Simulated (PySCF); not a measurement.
Species: PN.
Z-matrix (Å and degrees, PBE0-D3(BJ)/def2-TZVP geometry), rows numbered from 1:
```
N 
P   1  1.4794
```

Computed with PySCF at wB97X-D/pcSseg-2, non-relativistic, on one gas-phase PBE0-D3(BJ)/def2-TZVP geometry that isn't relaxed in the solvent. The solvent is an IEF-PCM continuum (van der Waals radii × 1.2). Specific hydrogen bonds and non-electrostatic terms are outside this model.

Gas phase at wB97X-D/pcSseg-2: HOMO -11.24 eV, LUMO -0.53 eV, dipole 2.90 D.

**Question.** What does the continuum do to the energy, the frontier levels and the dipole at wB97X-D/pcSseg-2 in chloroform?

**Answer.** 
```
   solvent      ε  E(solvent) − E(gas) (kJ/mol)  polarisation term (kJ/mol)  distortion of the solute (kJ/mol)  HOMO (eV)  LUMO (eV)  dipole (D)
chloroform  4.711                        -16.26                      -20.56                               4.30     -11.21      -0.34        3.74
```

The first energy column is the sum of the next two and covers electrostatics alone.

**Question.** Which radius a makes the point-dipole formula ΔE = −[(ε − 1)/(2ε + 1)]·μ²/a³ give the value in chloroform, with the gas-phase dipole?

**Answer.** μ = 1.141 au and |ΔE| = 0.00619 Eh give a = 2.23 Å; the farthest nucleus lies 0.74 Å from the centroid of the nuclei. The formula assumes a rigid point dipole at the centre of a sphere.

The run took 1.2 s wall on one thread of an Arm Neoverse V1, shared host, and the process peaked at 0.32 GiB of memory. This is the whole shielding run at wB97X-D/pcSseg-2 in chloroform, SCF included.

The pairwise dispersion term of wB97X-D wasn't added to the energies; at a given geometry it leaves orbitals and properties as they are.
